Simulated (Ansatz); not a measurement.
## Loss of CH4: C4H9 → C3H5 + CH4

Species: C4H9 (2-butyl radical) `C[CH]CC`, doublet; C3H5 `[CH2]C=C`, doublet; CH4 (methane) `C`, singlet. This is a balance of energies; it says nothing on the path, which may need atoms to shift.

Shapes, held fixed at every level: PBE0-D4/def2-TZVP. Flexible molecules stand in one conformer, not always the lowest. Programs: Ansatz 0.2.0. The zero-point and thermal change to 298 K, harmonic and unscaled (PBE0-D4/def2-TZVP), is -11.9 kJ/mol.

(1) Estimate ΔH(298 K) of this reaction.

Answers

(1) B2PLYP/def2-TZVPP gives ΔH(298 K) = +18.0 kJ/mol; the levels span -7.6 to +39.1. They disagree on the sign: 7 of 8 are positive. The median of the levels is +26.3. No measured value is set beside it here. Spin contamination: C3H5 (⟨S²⟩ up to 0.95). Open shells run unrestricted.

| level | kind | ΔH(298 K) (kJ/mol) |
| --- | --- | --- |
| HF/def2-TZVPP | Hartree–Fock | -7.6 |
| PBE-D4/def2-TZVPP | GGA | +30.6 |
| r2SCAN-D4/def2-TZVPP | meta-GGA | +27.7 |
| B3LYP-D4/def2-TZVPP | global hybrid | +15.4 |
| BHLYP-D4/def2-TZVPP | global hybrid | +24.9 |
| r2SCAN0-D4/def2-TZVPP | global hybrid | +36.3 |
| wB97X-V/def2-TZVPP | range-separated hybrid | +39.1 |
| B2PLYP/def2-TZVPP | double hybrid | +18.0 |
